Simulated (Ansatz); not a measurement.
## OH, doublet: the ladder up to UCCSDT(Q)

Geometry: that of the OH⁺, singlet, kept fixed.

```csv
atom,x (Å),y (Å),z (Å)
O,0.0000,0.0000,0.0000
H,0.0000,0.0000,1.0366
```

Basis aug-cc-pVDZ; Ansatz 0.2.0. Only valence electrons are correlated (noble-gas cores frozen), which leaves 7 electrons in 31 orbitals. R marks a restricted (for open shells ROHF) determinant, U an unrestricted one. Active spaces: valence = (7e, 5o) chosen from the atoms' valence shells.

Full CI isn't at hand for all of this; UCCSDT(Q) serves as the reference, and is uncertain by about the last step of the cluster series. The frozen core follows each run's orbitals, which can shift R against U totals by a few meV.

For open shells CISD is restricted-active-space CI with the open shells as a complete middle space.

The UHF ⟨S²⟩ is 0.758. The T1 diagnostic (RCCSD) is 0.0173, the largest doubles amplitude (RCCSD) is 0.039 and the T1 diagnostic (UCCSD) is 0.0132.

Task: From what is known of these methods and the diagnostics, rank them by the size of their error in total energy against UCCSDT(Q) in aug-cc-pVDZ, smallest first (an estimate: the text doesn't fix the numbers).
A. UHF
B. UCCSDT
C. CASSCF (valence space)
D. CISD
E. BCCD(T)

Result: B (8 meV), E (19 meV), D (276 meV), C (4376 meV), A (5013 meV).

All errors are against UCCSDT(Q) in aug-cc-pVDZ. Within each family the higher level lies nearer, as is usual though not guaranteed.

Natural occupations of CASSCF (valence space) about the gap: 2.000 1.999 1.970 1.000 0.031; effectively unpaired electrons, Σ n²(2−n)², 1.01.
